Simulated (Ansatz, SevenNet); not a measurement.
Volume per atom (Å³/atom) along a series of related solids, from the machine-learned potential SevenNet-l3i5 (trained on PBE and PBE+U data); PBE+SOC in Ansatz (PAW); PBEsol (Ansatz, a quantum-chemistry and plane-wave program, plane waves, PAW).

| solid | SevenNet-l3i5 | PBE+SOC | PBEsol | measured |
|---|---|---|---|---|
| double-hcp La | 37.15 | 37.16 | 33.96 | – |
| hcp Hf | 22.47 | 22.47 | 21.61 | 22.30 |
| hcp Re | 15.09 | 14.97 | 14.55 | 14.62 |
| hcp Os | 14.36 | 14.29 | 13.89 | 13.85 |

PBEsol less measured, from the printed values: hcp Hf -3.1 %, hcp Re -0.5 %, hcp Os +0.3 %.

Members of the series are missing where a level wasn't run or failed, where a doubt is noted on the run or the magnetic state, for phases of high temperature or layered ones, and where values are held back for tests.

Run without spin polarisation: double-hcp La, hcp Hf, hcp Re, hcp Os.

Ansatz's density-functional and Hartree–Fock values are scalar-relativistic unless marked +SOC, with PAW data made under PBE.

Measured values are for low temperature or corrected to a static lattice. References as tabulated in Lejaeghere et al. (2013), arXiv:1204.2733.

Machine-learned potentials (SevenNet-l3i5) are trained on DFT data: a solid inside that data is no test of them.
